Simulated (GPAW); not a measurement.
# C2H7P (dimethylphosphine): a first try and a second

Wanted: energy and one-electron properties of C2H7P (dimethylphosphine), LDA (PW92)/dzp (scalar-relativistic datasets).

The calculation is run with GPAW 26.7.0.

1 further run of the same task is left out (set aside as unsound or not needed).

**1. The molecule**

The species is C2H7P (10 atoms), meant as a singlet with charge 0. SMILES: `CPC`. The coordinates come from a GFN2-xTB relaxation.

Bond lengths: C1–P2 1.853 Å, P2–C3 1.853 Å, C1–H4 1.089 Å, C1–H5 1.088 Å, C1–H6 1.089 Å, P2–H7 1.403 Å, C3–H8 1.089 Å, C3–H9 1.088 Å, C3–H10 1.089 Å. Some angles: C1–P2–C3 98.4°, C1–P2–H7 95.3°, C3–P2–H7 95.3°, P2–C1–H4 111.5°, P2–C1–H5 109.1°, P2–C1–H6 108.8°, P2–C3–H8 108.8°, P2–C3–H9 109.0°, P2–C3–H10 111.5°, H4–C1–H5 109.6°.

**2. First attempt**

Contents of c2h7p_sp.py:

```python
import numpy as np
from ase import Atoms
from ase.units import Debye
from gpaw import GPAW

# Geometry
mol = Atoms(['C', 'P', 'C', 'H', 'H', 'H', 'H', 'H', 'H', 'H'],
    positions=[[ -1.763398,   1.058795,  -1.704136],
               [  1.244838,   1.658556,  -0.015874],
               [  1.213696,  -1.138825,   2.089999],
               [ -1.889329,  -0.890307,  -2.350630],
               [ -1.894035,   2.329560,  -3.315071],
               [ -3.330850,   1.459284,  -0.431632],
               [  2.787441,   0.555031,  -1.868221],
               [ -0.195322,  -0.846805,   3.561907],
               [  3.056122,  -1.326852,   2.982517],
               [  0.770838,  -2.858438,   1.051122]])
mol.center(vacuum=4.5)

# DFT calculator
calc = GPAW(mode='lcao', basis='dzp', h=0.2, xc='LDA', maxiter=79, txt='-')
mol.calc = calc

energy = mol.get_potential_energy()
print(f'Energy                  {energy:.5f} eV')
forces = mol.get_forces()
print('Forces (eV/Ang)')
for symbol, f in zip(mol.symbols, forces):
    print(f'{symbol:2} {f[0]:9.4f} {f[1]:9.4f} {f[2]:9.4f}')
dipole = mol.get_dipole_moment() / Debye
print(f'Dipole                  {np.linalg.norm(dipole):.3f} D')
homo, lumo = calc.get_homo_lumo()
print(f'HOMO = {homo:.3f} eV')
print(f'LUMO                    {lumo:.3f} eV')
print(f'Gap                     {lumo - homo:.3f} eV')
```

Started as:

```bash
$ python c2h7p_sp.py > c2h7p_sp.log
```

The program printed:

```text
[...]
Number of symmetries: 1
[...]
  Number of IBZ points: 1
[...]
basis functions: 74
Spin-components: 1 (collinear spins)
Bands:           16
[...]
  Valence electrons: 20.0
[...]
  Grid points: [76 72 80]
  Charge: 0.0  # |e|
[...]
    cutoffs:
[...]
occupation numbers:
  # Zero width
[...]
xc functional:
  name: None
[...]
|iter     |     time |      energy | eigst |  dens |
[...]
|iter:   1| 00:00:07 |  -19.629229 |      c|       |
[...]
|iter:  14| 00:00:15 |  -18.058663c|      c| -4.19c|
Converged in 14 steps
[...]
Energy contributions relative to reference atoms: (reference = -11395.113591)
Energy contributions:
  Kinetic:         -34.998128
  Coulomb:          21.363554
  Zero:              0.075978
  External:          0.000000
  Xc:               -4.500067
  Entropy:           0.000000
  Spinorbit:         0.000000
  ----------------------------
  Free energy:     -18.058663
  Extrapolated:    -18.058663
dipole moment: (0.043755, 0.132297, 0.042256)  # |e|*Ang
Fermi level: -5.781
Eigenvalues  # (at kpt = [0.000, 0.000, 0.000])
| band index |      eig [eV] | occ [0-2] |
|------------|---------------|-----------|
|          0 |       -14.316 |     2.000 |
|        ... |               |           |
|          2 |       -13.315 |     2.000 |
|          3 |        -7.022 |     2.000 |
|          4 |        -6.994 |     2.000 |
|          5 |        -6.993 |     2.000 |
|          6 |        -6.973 |     2.000 |
|          7 |        -6.773 |     2.000 |
|          8 |        -6.214 |     2.000 |
|          9 |        -6.153 |     2.000 |
|         10 |        -5.409 |     0.000 |
|         11 |        -5.357 |     0.000 |
[...]
Gap: 0.744 eV
Transition (v -> c):
[...]
Forces (eV/Ang)
C    -1.5096   -0.1841   -0.8095
P     0.2798   -2.0841   -1.4080
C     0.0013   -1.3210    1.1284
H     0.1396    2.8458    0.9240
H     0.1552   -1.8764    2.3405
H     2.2584   -0.6006   -1.8913
H    -1.3342    0.9304    1.5871
H     2.0666   -0.4664   -2.1446
H    -2.7062    0.2401   -1.2989
H     0.6497    2.4892    1.5662
Dipole                  0.699 D
HOMO = -6.153 eV
LUMO                    -5.409 eV
Gap                     0.744 eV
```

Wall time 16 s (1 thread of Intel Xeon 6975P-C (Granite Rapids), shared host); peak memory 0.97 GiB.

**3. What went wrong**

The program ended normally, but the settings are unsound, so its numbers aren't properties of the molecule.

The fault: numbers in bohr are read as ångström, which stretches the molecule by 1.89. As the program read them, the closest atoms are 2.06 Å apart, against 1.09 Å in the sound input.

**4. Second attempt**

Contents of calc.py:

```python
import numpy as np
from ase import Atoms
from ase.units import Debye
from gpaw import GPAW

# Structure
mol = Atoms(["C", "P", "C", "H", "H", "H", "H", "H", "H", "H"],
    positions=[[ -0.933150,   0.560290,  -0.901790],
               [  0.658740,   0.877670,  -0.008400],
               [  0.642260,  -0.602640,   1.105980],
               [ -0.999790,  -0.471130,  -1.243900],
               [ -1.002280,   1.232750,  -1.754260],
               [ -1.762610,   0.772220,  -0.228410],
               [  1.475050,   0.293710,  -0.988620],
               [ -0.103360,  -0.448110,   1.884880],
               [  1.617230,  -0.702140,   1.578280],
               [  0.407910,  -1.512620,   0.556230]])
mol.center(vacuum=4.5)

# DFT calculator
calculator = GPAW(mode="lcao", basis="dzp", h=0.2, xc="LDA", maxiter=100, txt="-")
mol.calc = calculator

energy = mol.get_potential_energy()
print(f"Energy = {energy:.5f} eV")
forces = mol.get_forces()
print("Forces (eV/Ang)")
for symbol, f in zip(mol.symbols, forces):
    print(f'{symbol:2} {f[0]:9.4f} {f[1]:9.4f} {f[2]:9.4f}')
dipole = mol.get_dipole_moment() / Debye
print(f"Dipole                  {np.linalg.norm(dipole):.3f} D")
homo, lumo = calculator.get_homo_lumo()
print(f"HOMO                    {homo:.3f} eV")
print(f"LUMO = {lumo:.3f} eV")
print(f"Gap                     {lumo - homo:.3f} eV")
```

Started as:

```bash
$ python3 -u calc.py | tee calc.out
```

The program printed:

```text
[...]
Number of symmetries: 1
[...]
  Number of IBZ points: 1
[...]
basis functions: 74
Spin-components: 1 (collinear spins)
Bands:           16
[...]
  Valence electrons: 20.0
[...]
  Grid points: [60 60 64]
  Charge: 0.0  # |e|
[...]
    cutoffs:
[...]
occupation numbers:
  # Zero width
[...]
xc functional:
  name: None
[...]
|iter     |     time |      energy | eigst |  dens |
[...]
|iter:   1| 00:00:03 |  -52.599173 |      c|       |
[...]
|iter:   9| 00:00:06 |  -49.543618c|      c| -4.66c|
Converged in 9 steps
[...]
Energy contributions relative to reference atoms: (reference = -11395.113591)
Energy contributions:
  Kinetic:          43.978452
  Coulomb:         -47.734937
  Zero:              0.108217
  External:          0.000000
  Xc:              -45.895350
  Entropy:           0.000000
  Spinorbit:         0.000000
  ----------------------------
  Free energy:     -49.543618
  Extrapolated:    -49.543618
dipole moment: (-0.113412, -0.214363, -0.034371)  # |e|*Ang
Fermi level: -2.460
Eigenvalues  # (at kpt = [0.000, 0.000, 0.000])
| band index |      eig [eV] | occ [0-2] |
|------------|---------------|-----------|
|          0 |       -18.431 |     2.000 |
|        ... |               |           |
|          2 |       -13.667 |     2.000 |
|          3 |       -10.622 |     2.000 |
|          4 |       -10.419 |     2.000 |
|          5 |        -9.790 |     2.000 |
|          6 |        -9.627 |     2.000 |
|          7 |        -8.100 |     2.000 |
|          8 |        -8.025 |     2.000 |
|          9 |        -5.513 |     2.000 |
|         10 |         0.593 |     0.000 |
|         11 |         0.660 |     0.000 |
[...]
Gap: 6.106 eV
Transition (v -> c):
[...]
Forces (eV/Ang)
C     0.9208    0.0977    0.4940
P    -0.6930    0.2334    0.6795
C     0.0002    0.7991   -0.6949
H    -0.1065   -0.8160   -0.2934
H    -0.0942    0.5362   -0.6788
H    -0.6277    0.1714    0.4943
H     0.5990   -0.3415   -0.6575
H    -0.5690    0.1216    0.6013
H     0.7762   -0.0931    0.4185
H    -0.1928   -0.7422   -0.3888
Dipole                  1.176 D
HOMO                    -5.513 eV
LUMO = 0.593 eV
Gap                     6.106 eV
```

Wall time 6.5 s (1 thread of Intel Xeon 6975P-C (Granite Rapids), shared host); peak memory 0.57 GiB.

**5. Summary of results**

Level: LDA (PW92)/dzp (scalar-relativistic datasets).

```
                                              quantity        value
energy as printed (from the program's reference atoms)  -49.5436 eV
                                         dipole moment       1.18 D
                                           HOMO energy     -5.51 eV
                                           LUMO energy      0.59 eV
                                         HOMO–LUMO gap      6.11 eV
```

**Reading.** The first attempt's energy was +31.485 eV off this one.
